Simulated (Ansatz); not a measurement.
**AlPH (quartet): from Hartree-Fock to the top rungs, cc-pVDZ**

How much of the correlation energy of AlPH (quartet) does each wave-function method recover here?

Computed with Ansatz 0.2.0, Gaussian basis. Level: cc-pVDZ, core rule «outside noble gas», up to 10 orbitals frozen.

To be run: UHF; CCSD(T) on ROHF; CCSD(T) on UHF; BCCD(T) on ROHF; CISD; CCSDT(Q) on ROHF; CCSDT(Q) on UHF; CCSDTQ on ROHF; CCSDTQ on UHF.

16 further runs of the same task are left out: 11 for a known fault of the program, 5 set aside as unsound or not needed.

**1. What is computed**

The geometry is a PBE0/def2-TZVP stationary point (not a proven minimum).

3 atoms, charge 0, spin multiplicity 4.

Atoms are counted from 1 here; the program's logs count them from 0.

Bond lengths: Al1–P2 2.392 Å, P2–H3 1.430 Å. Angles: Al1–P2–H3 98.4°.

**2. UHF**

in.yaml reads:

```yaml
crystal:
  periodic: [false, false, false]
  atoms:
    - {symbol: Al, position_ang: [0.000000, 0.034843, 1.300562]}
    - {symbol: P, position_ang: [0.000000, -0.073644, -1.088657]}
    - {symbol: H, position_ang: [0.000000, 1.330368, -1.360548]}
basis:
  gaussian: {orbitals: cc-pVDZ}
magnetization: {spin_polarized: true, initial_magnetization: 3}
hamiltonian: {xc: hf}
output: {orbitals: {seedname: orbitals}}
```

Started as:

```bash
> ansatz run in.yaml --threads 1 --pin off --events-out ev --progress --plain --max-ram 4096MiB --backend cpu
```

Further steps of the session: CCSD(T) on ROHF; CCSD(T) on UHF; BCCD(T) on ROHF; CISD; CCSDT(Q) on ROHF; CCSDT(Q) on UHF; CCSDTQ on ROHF; CCSDTQ on UHF.

Q: Predict the results of all the runs planned. Wanted: UCCSDTQ below the RHF energy; RMP2 from UCCSDTQ; UMP2 from UCCSDTQ; RCCSD from UCCSDTQ; RCCSD(T) from UCCSDTQ; UCCSD(T) from UCCSDTQ; RCCSDT(Q) from UCCSDTQ; UCCSDT(Q) from UCCSDTQ; T1 diagnostic.

The runs gave:

| quantity | value |
| --- | --- |
| UCCSDTQ below the RHF energy | -4.6523 eV |
| RMP2 from UCCSDTQ | +102.9 kJ/mol |
| UMP2 from UCCSDTQ | +103.0 kJ/mol |
| RCCSD from UCCSDTQ | +20.3 kJ/mol |
| RCCSD(T) from UCCSDTQ | +4.7 kJ/mol |
| UCCSD(T) from UCCSDTQ | +4.7 kJ/mol |
| RCCSDT(Q) from UCCSDTQ | +0.1 kJ/mol |
| UCCSDT(Q) from UCCSDTQ | +0.1 kJ/mol |
| levels within 1 kcal/mol (43 meV) | RCCSDT, UCCSDT, RCCSDT(Q), UCCSDT(Q), RCCSDTQ |
| T1 diagnostic | 0.045 |

RCCSD(T) lands +4.7 kJ/mol from the yardstick (1.0 % of the correlation energy). These misses are within one basis, not against nature; the frozen cores of restricted and unrestricted runs differ, which can shift their rows.
